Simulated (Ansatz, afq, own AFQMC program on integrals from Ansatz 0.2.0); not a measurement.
Two steps: Ansatz 0.2.0 writes the Fock matrix and Cholesky factors of the valence space, and afq projects on them the lowest state that overlaps trial and start.

```yaml
crystal:
  periodic: [false, false, false]
  atoms:
    - {symbol: Al, position_ang: [0.000000, -1.774061, -0.079238]}
    - {symbol: Ge, position_ang: [0.000000, 0.310737, 1.218733]}
    - {symbol: Ga, position_ang: [0.000000, 0.362792, -1.239057]}
basis:
  gaussian: {orbitals: cc-pVDZ}
magnetization: {spin_polarized: false, initial_magnetization: 2}
correlation: {method: ccsd_t, electrons: outside_noble_gas, hamiltonian_folder: ham}
```

```sh
$ ansatz run in.yaml --threads 1 --pin off --events-out ev --progress --plain --max-ram 1843MiB
```

Options of the walk:

```
--method phaseless --trial hf --walkers 120 --populations 1 --least-time 40 --time-step 0.005 --steps-per-block 20 --equilibration-blocks 112 --max-blocks 600 --target-error 0.00114 --factor-cut 1e-05 --start spin_pure --seed 4 --taylor-order 6
```

Times are imaginary, in 1/Eh. The walk had a cap of 1362 s. Filled inner d shells are frozen with the cores.

afq prints:

```
orbitals 39  electrons 6 4  factors 332 of 835
reference energy -4240.40748859 Eh
CCSD correlation -0.21090860 Eh in 18 cycles, weight of the determinant in the CISD state 0.8091
energy of the start -4240.407527 Eh
 block  time / (1/Eh)  mean weight  energy / Eh
     1     0.100  1.0014  -4240.428952
     2     0.200  1.0007  -4240.448706
     3     0.300  1.0017  -4240.466170
     4     0.400  1.0001  -4240.480601
     5     0.500  1.0009  -4240.492564
     7     0.700  1.0001  -4240.522604
     9     0.900  0.9998  -4240.536802
    18     1.800  1.0017  -4240.596858
    52     5.200  1.0007  -4240.647159
    86     8.600  1.0007  -4240.638693
   120    12.000  0.9999  -4240.632338
   154    15.400  1.0006  -4240.609042
   188    18.800  0.9998  -4240.624520
   222    22.200  1.0012  -4240.624595
   256    25.600  1.0000  -4240.616799
   290    29.000  1.0003  -4240.637556
   324    32.400  0.9994  -4240.613319
   358    35.800  0.9997  -4240.647809
   392    39.200  1.0018  -4240.632964
   426    42.600  0.9996  -4240.671614
   460    46.000  1.0007  -4240.641541
   477    47.700  0.9990  -4240.602298
   494    49.400  1.0014  -4240.621136
   528    52.800  0.9983  -4240.633130
   562    56.200  0.9989  -4240.620947
   596    59.600  1.0003  -4240.635035
   630    63.000  0.9994  -4240.658013
   664    66.400  1.0007  -4240.646227
   698    69.800  0.9997  -4240.636276
blocks merged  error / Eh  count
     1  0.000726  600
     2  0.000993  300
     4  0.001346  150
     8  0.001812  75
    16  0.002278  37
    32  0.002741  18
    64  0.003468  9
energy -4240.627035 +/- 0.002741 Eh
(rows thinned)
```

The run passed its tests (sampling time, drift between the halves within three errors, error under three times the target), which doesn't prove that it has relaxed.

Against this walk (error 74.6 meV) on the same determinant: CCSD(T) 172.8 meV lower, CCSDT(Q) 253.5 meV lower. The error is statistical and leaves out the bias of the constraint. None of these is a sure reference here.

Cautions: constraint bias not in the error; error above the target (74.6 against 31.0 meV); no relativity below Rb; no spin-orbit coupling; inner d shell frozen; another spin lies lower; a spin-contaminated unrestricted determinant lies lower (UHF 415 meV lower, ⟨S²⟩ 2.33); (T) is large, 7 % of the CCSD correlation.

The walk took 3.9 min on 1 thread of Intel(R) Xeon(R) 6975P-C (Granite Rapids), on a shared host. The log's last line is the phaseless energy.

CCSDT and higher add their correlation energy to the determinant of the CCSD(T) run, since their own runs factorise the integrals more tightly (a shift of under 2 meV). A walk keeps the symmetry of its determinant, which the program's search chose and which needn't be the lowest solution, so a lower state of the same spin and another symmetry isn't excluded.
